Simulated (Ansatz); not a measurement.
Litharge PbO, treated with G0W0@HSE06 (Ansatz, a first-principles code, plane waves, hard PAW, contour deformation).

The cell has the measured lattice parameters. Conventional cell: a = 3.9750 Å, b = 3.9750 Å, c = 5.0230 Å, α = 90.00°, β = 90.00°, γ = 90.00°.

The quasiparticle gap at Γ at a fixed k mesh 2×2×2:

| response cutoff | value (eV) |
|---|---|
| 150 eV, 608 empty bands | 3.499 |
| 200 eV, 936 empty bands | 3.574 |
| 250 eV, 1309 empty bands | 3.616 |
| 300 eV, 1720 empty bands | 3.643 |

### Question
Taking the value to converge with the response cutoff E as E^(−3/2), extrapolate from the last two rows.

### Answer
With y = y∞ + c/w and weights w = 3953 and 5196 for the last two rows, y∞ = (w2 y2 − w1 y1)/(w2 − w1) = (5196 × 3.643 − 3953 × 3.616)/1243 = 3.729 eV, which lies 0.086 beyond the last row. Successive pairs of rows give 3.713, 3.722, 3.729. The limit also hangs on the law assumed, so its last digits aren't firm.

The other settings are not extrapolated, so this is the limit in one setting alone.

At the last cutoff the smallest gap on this mesh is 2.15 eV, with an edge away from Γ.

Spin–orbit coupling is not included; with these elements it can move the gap by several tenths of an eV or more.

Note: filled d or f shells below the valence bands can shift G0W0 gaps through exchange with them, which wasn't tested here. Note: GW on a hybrid start was not checked against another program.
